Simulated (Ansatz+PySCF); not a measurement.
Values are calculated unless marked as measured or tabulated.
Input for PySCF 2.14.0:

```python
from pyscf import gto, scf

mol = gto.M(atom="""
N -0.001440 -0.009880 -0.457230
O -0.005640 1.067360 0.205280
O -0.007840 -1.055620 0.197070
""", basis='def2-svp', charge=-1, spin=0)
mf = scf.RHF(mol)
mf.init_guess = 'minao'
mf.kernel()
while True:  # follow internal instabilities
    mo, _, stable, _ = mf.stability(return_status=True)
    if stable: break
    mf.kernel(mf.make_rdm1(mo, mf.mo_occ))
print(mf.converged, mf.e_tot, mf.spin_square()[0])
```

The script is written out from the run's settings.

The run gave:

| Property | Result |
| --- | --- |
| Converged | yes |
| Total energy | -203.89870 hartree |
| Spin squared of the determinant | 0.000 |

Caution: no diffuse functions for an anion.
